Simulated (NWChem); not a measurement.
# A workflow on the pair NH2···BH3S−

Aim: a single-point energy (singlet BNH5S−, wB97X-D3/jun-cc-pV(D+d)Z), then a single-point energy (singlet [NH2]−, wB97X-D3/jun-cc-pV(D+d)Z), then the energy (singlet BH3S, wB97X-D3/jun-cc-pV(D+d)Z), then the energy (singlet [NH2]−, wB97X-D3/jun-cc-pV(D+d)Z), then a single-point energy (singlet BH3S, wB97X-D3/jun-cc-pV(D+d)Z) of BH5NS and its partners. 

Program for the calculation: NWChem 7.3.0.

### Step 1. The system as given

The species is BNH5S− (8 atoms), meant as a singlet with charge -1. The two molecules were placed rigidly side by side, at 0.8 times their contact distance; the pair isn't optimised.

Bond lengths: B4–S5 1.765 Å, N1–H2 1.027 Å, N1–H3 1.027 Å, B4–H6 1.192 Å, B4–H7 1.190 Å, S5–H8 1.344 Å. Angles: B4–S5–H8 99.2°, S5–B4–H6 115.8°, S5–B4–H7 121.4°, H6–B4–H7 122.7°, H2–N1–H3 101.8°.

### Step 2. A single-point energy at wB97X-D3/jun-cc-pV(D+d)Z (run 1)

The input, bh5ns.nw:

```
echo
START bh5ns
TITLE "BH5NS energy"
memory stack 880 mb heap 220 mb global 1100 mb
charge -1
GEOMETRY units angstrom noautosym nocenter noautoz
  N     0.342200   -0.203000    0.168700
  H     0.125500    0.801200    0.156000
  H    -0.467700   -0.598200   -0.324700
  B     2.217830    2.772480    0.223380
  S     1.916360    1.629260    1.533440
  H     3.244820    2.629480   -0.363950
  H     1.435750    3.628280   -0.046240
  H     0.718950    2.081930    1.943790
END
BASIS spherical bse
  N library "jun-cc-pV(D+d)Z"
  H library "jun-cc-pV(D+d)Z"
  B library "jun-cc-pV(D+d)Z"
  S library "jun-cc-pV(D+d)Z"
END
DFT
  xc wb97x-d3
  mult 1
  grid fine
  convergence energy 1e-08
  iterations 100
  mulliken
  print low
END
TASK dft energy
```

Run with:

```bash
$ nwchem bh5ns.nw > bh5ns.out
```

The log of the run (excerpt; [...] marks lines left out):

```text
[...]
 d= 0,ls=0.0,diis     1   -480.5404615797 -5.69D+02  1.82D-02  1.18D+00     9.0
[...]
 d= 0,ls=0.0,diis    13   -480.7420992186 -4.34D-09  1.69D-06  4.30D-10   112.3
         Total DFT energy =     -480.742099218565
      One electron energy =     -842.687746814795
           Coulomb energy =      312.004636949766
    Exchange-Corr. energy =      -38.615421711113
 Nuclear repulsion energy =       88.557532855031
    Dispersion correction =       -0.001100497455
[...]
      Total Density - Mulliken Population Analysis
     ---------------------------------------------
    Atom       Charge   Shell Charges
 -----------   ------   -------------------------------------------------------
    1 N    7     8.03   2.01  0.78  0.79  0.13  2.25  1.42  0.62  0.02
    2 H    1     0.96   0.74  0.16  0.06
    3 H    1     0.92   0.74  0.12  0.06
    4 B    5     5.11   2.01  0.60  0.37  0.03  1.53  0.48  0.02  0.07
    5 S   16    15.99   2.00  2.03  0.93  0.80  0.04  6.01  2.37  1.67  0.06  0.00  0.08
    6 H    1     1.05   0.75  0.28  0.01
    7 H    1     1.04   0.75  0.27  0.01
    8 H    1     0.90   0.71  0.15  0.03
[...]
```

Wall time 1.9 min (1 thread of Intel Xeon Platinum 8259CL at 2.50GHz (Skylake/Cascade Lake), shared host); peak memory 0.12 GiB.

### Step 3. [NH2]−: the energy at wB97X-D3/jun-cc-pV(D+d)Z (run 2)

The input, h2n.nw:

```
start h2n
memory stack 880 mb heap 220 mb global 1100 mb
charge -1
geometry units angstroms noautosym nocenter noautoz
  N        0.342200      -0.203000       0.168700
  H        0.125500       0.801200       0.156000
  H       -0.467700      -0.598200      -0.324700
end
basis "ao basis" spherical bse
  * library "jun-cc-pV(D+d)Z"
end
dft
  xc wb97x-d3
  grid fine
  convergence energy 1e-08
  iterations 100
  mulliken
  print low
end
task dft energy
```

Run with:

```bash
$ nwchem h2n.nw > h2n.out
```

The log of the run (excerpt; [...] marks lines left out):

```text
[...]
 d= 0,ls=0.0,diis     1    -55.5926092859 -6.31D+01  5.37D-02  2.19D+00     0.5
[...]
 d= 0,ls=0.0,diis     8    -55.8887085034 -8.86D-09  6.10D-06  8.15D-08     3.1
         Total DFT energy =      -55.888708503446
      One electron energy =      -93.169863043680
           Coulomb energy =       37.504146422610
    Exchange-Corr. energy =       -7.765843054275
 Nuclear repulsion energy =        7.542852962344
    Dispersion correction =       -0.000001790445
[...]
      Total Density - Mulliken Population Analysis
     ---------------------------------------------
    Atom       Charge   Shell Charges
 -----------   ------   -------------------------------------------------------
    1 N    7     8.14   2.01  0.77  0.79  0.14  2.26  1.44  0.71  0.02
    2 H    1     0.93   0.74  0.13  0.06
    3 H    1     0.93   0.74  0.13  0.06
[...]
```

Wall time 3.9 s (1 thread of Intel Xeon Platinum 8259CL at 2.50GHz (Skylake/Cascade Lake), shared host); peak memory 0.11 GiB.

### Step 4. BH3S: a single-point energy at wB97X-D3/jun-cc-pV(D+d)Z (run 3)

The input, bh3s.nw:

```
start bh3s
title "BH3S"
memory total 2200 mb

geometry units au noautosym nocenter noautoz
 B   4.19109129  5.23922789  0.42212702
 S   3.62139556  3.07885519  2.89778163
 H   6.13182112  4.96899705 -0.68776582
 H   2.71317428  6.85645550 -0.08738094
 H   1.35861860  3.93427751  3.67323074
end

basis "ao basis" spherical bse
 * library "jun-cc-pV(D+d)Z"
end

dft
 xc wb97x-d3
 mult 1
 grid fine
 convergence energy 1e-08
 maxiter 100
 mulliken
 print low
end

task dft energy
```

Run with:

```bash
$ nwchem bh3s.nw > bh3s.out
```

The log of the run (excerpt; [...] marks lines left out):

```text
[...]
 d= 0,ls=0.0,diis     1   -424.8276425069 -4.68D+02  5.87D-03  1.53D-01     3.7
[...]
 d= 0,ls=0.0,diis     8   -424.8519967318 -3.15D-09  9.61D-07  3.49D-09    25.2
         Total DFT energy =     -424.851996731826
      One electron energy =     -670.027292099968
           Coulomb energy =      232.947642136653
    Exchange-Corr. energy =      -30.842603355366
 Nuclear repulsion energy =       43.070492573383
    Dispersion correction =       -0.000235986528
[...]
      Total Density - Mulliken Population Analysis
     ---------------------------------------------
    Atom       Charge   Shell Charges
 -----------   ------   -------------------------------------------------------
    1 B    5     5.08   2.01  0.61  0.41  0.02  1.52  0.43  0.01  0.07
    2 S   16    16.03   2.00  2.03  0.92  0.81  0.03  6.01  2.40  1.72  0.03  0.00  0.07
    3 H    1     1.00   0.75  0.23  0.01
    4 H    1     1.00   0.75  0.23  0.01
    5 H    1     0.90   0.71  0.16  0.03
[...]
```

It took 26 s on 1 thread of Intel Xeon Platinum 8259CL at 2.50GHz (Skylake/Cascade Lake), shared host; peak memory 0.12 GiB.

### Step 5. [NH2]− among ghost functions: the energy at wB97X-D3/jun-cc-pV(D+d)Z (with ghost functions) (run 4)

The input, struct.nw:

```
start struct
memory total 2200 mb
charge -1
geometry units angstroms noautosym nocenter noautoz
   N      0.342200    -0.203000     0.168700
   H      0.125500     0.801200     0.156000
   H     -0.467700    -0.598200    -0.324700
   bqB      2.217830     2.772480     0.223380
   bqS      1.916360     1.629260     1.533440
   bqH      3.244820     2.629480    -0.363950
   bqH      1.435750     3.628280    -0.046240
   bqH      0.718950     2.081930     1.943790
end
basis spherical bse
   N library "jun-cc-pV(D+d)Z"
   H library "jun-cc-pV(D+d)Z"
   bqB library B "jun-cc-pV(D+d)Z"
   bqS library S "jun-cc-pV(D+d)Z"
   bqH library H "jun-cc-pV(D+d)Z"
end
dft
   xc wb97x-d3
   grid fine
   convergence energy 1e-08
   maxiter 100
   mulliken
   print low
end
task dft energy
```

Run with:

```bash
$ nwchem struct.nw > struct.out
```

The log of the run (excerpt; [...] marks lines left out):

```text
[...]
 d= 0,ls=0.0,diis     1    -54.6320183052 -6.22D+01  8.38D-02  4.32D+00     7.5
[...]
 d= 0,ls=0.0,diis    14    -55.8894122041 -1.86D-09  1.26D-06  6.88D-11   104.7
         Total DFT energy =      -55.889412204088
      One electron energy =      -93.152766019974
           Coulomb energy =       37.483571665093
    Exchange-Corr. energy =       -7.763069021107
 Nuclear repulsion energy =        7.542852962344
    Dispersion correction =       -0.000001790445
[...]
      Total Density - Mulliken Population Analysis
     ---------------------------------------------
    Atom       Charge   Shell Charges
 -----------   ------   -------------------------------------------------------
    1 N    7     8.16   2.01  0.78  0.79  0.17  2.26  1.43  0.70  0.02
    2 H    1     0.92   0.74  0.12  0.06
    3 H    1     0.93   0.74  0.12  0.06
    4 X    0     0.03  -0.00 -0.00  0.00  0.00 -0.00 -0.00  0.02  0.00
    5 X    0    -0.03  -0.00 -0.00 -0.00  0.00 -0.00 -0.00 -0.00 -0.00 -0.03 -0.00  0.00
    6 X    0     0.00   0.00  0.00  0.00
    7 X    0    -0.00  -0.00 -0.00 -0.00
    8 X    0     0.00  -0.00  0.00  0.00
[...]
```

It took 1.8 min on 1 thread of Intel Xeon Platinum 8259CL at 2.50GHz (Skylake/Cascade Lake), shared host; peak memory 0.12 GiB.

### Step 6. BH3S among ghost functions: a single-point energy at wB97X-D3/jun-cc-pV(D+d)Z (with ghost functions) (run 5)

The input, bh3s.nw:

```
start bh3s
title "BH3S wB97X-D3"
memory total 2200 mb

geometry units angstroms noautosym nocenter noautoz
 B     2.217830    2.772480    0.223380
 S     1.916360    1.629260    1.533440
 H     3.244820    2.629480   -0.363950
 H     1.435750    3.628280   -0.046240
 H     0.718950    2.081930    1.943790
 bqN      0.342200    -0.203000     0.168700
 bqH      0.125500     0.801200     0.156000
 bqH     -0.467700    -0.598200    -0.324700
end

basis spherical bse
 B library "jun-cc-pV(D+d)Z"
 S library "jun-cc-pV(D+d)Z"
 H library "jun-cc-pV(D+d)Z"
 bqN library N "jun-cc-pV(D+d)Z"
 bqH library H "jun-cc-pV(D+d)Z"
end

dft
 xc wb97x-d3
 grid fine
 convergence energy 1e-08
 maxiter 100
 mulliken
 print low
end

task dft energy
```

Run with:

```bash
$ nwchem bh3s.nw > bh3s.out
```

The log of the run (excerpt; [...] marks lines left out):

```text
[...]
 d= 0,ls=0.0,diis     1   -424.8279793785 -4.68D+02  4.06D-03  1.54D-01     8.3
[...]
 d= 0,ls=0.0,diis     8   -424.8523023976 -3.29D-09  6.63D-07  3.74D-09    66.6
         Total DFT energy =     -424.852302397586
      One electron energy =     -670.027114852367
           Coulomb energy =      232.946863266581
    Exchange-Corr. energy =      -30.842310489924
 Nuclear repulsion energy =       43.070495664577
    Dispersion correction =       -0.000235986453
[...]
      Total Density - Mulliken Population Analysis
     ---------------------------------------------
    Atom       Charge   Shell Charges
 -----------   ------   -------------------------------------------------------
    1 B    5     5.07   2.01  0.61  0.40  0.02  1.52  0.43  0.01  0.07
    2 S   16    16.05   2.00  2.03  0.92  0.81  0.03  6.01  2.40  1.75  0.04  0.00  0.07
    3 H    1     1.00   0.75  0.23  0.01
    4 H    1     0.99   0.75  0.23  0.01
    5 H    1     0.88   0.71  0.14  0.03
    6 X    0    -0.02   0.00  0.00 -0.00 -0.00 -0.00 -0.01 -0.00 -0.00
    7 X    0     0.02  -0.00  0.02  0.00
    8 X    0    -0.00  -0.00 -0.00 -0.00
[...]
```

Run time: 67 s. Hardware: 1 thread of Intel Xeon Platinum 8259CL at 2.50GHz (Skylake/Cascade Lake), shared host; peak memory 0.12 GiB.

### Step 7. Outcome

| quantity | value |
| --- | --- |
| run 1, wB97X-D3/jun-cc-pV(D+d)Z: total energy | -480.74210 Eh |
| run 1, wB97X-D3/jun-cc-pV(D+d)Z: dispersion energy | -2.89 kJ/mol |
| [NH2]−: total energy | -55.88871 Eh |
| [NH2]−: dispersion energy | 0.00 kJ/mol |
| BH3S: total energy | -424.85200 Eh |
| BH3S: dispersion energy | -0.62 kJ/mol |
| [NH2]− among ghost functions: total energy | -55.88941 Eh |
| [NH2]− among ghost functions: dispersion energy | 0.00 kJ/mol |
| BH3S among ghost functions: total energy | -424.85230 Eh |
| BH3S among ghost functions: dispersion energy | -0.62 kJ/mol |
| interaction energy of the rigid parts [NH2]− and BH3S (parts in their own basis; closest atoms 2.28 Å apart) | -0.038 eV |
| interaction energy of the rigid parts [NH2]− and BH3S (parts in the whole basis, counterpoise; closest atoms 2.28 Å apart) | -0.010 eV |

In words: The interaction energy of the rigid parts [NH2]− and BH3S (parts in their own basis; closest atoms 2.28 Å apart) is −0.04 eV (−3.7 kJ/mol): the parts attract. Without counterpoise this holds the superposition error of the basis. The interaction energy of the rigid parts [NH2]− and BH3S (parts in the whole basis, counterpoise; closest atoms 2.28 Å apart) is −0.01 eV (−0.2 kcal/mol). The basis-set superposition error is 2.7 kJ/mol. Mulliken charges ([NH2]−) run from -1.14 on N1 to +0.07 on H2.
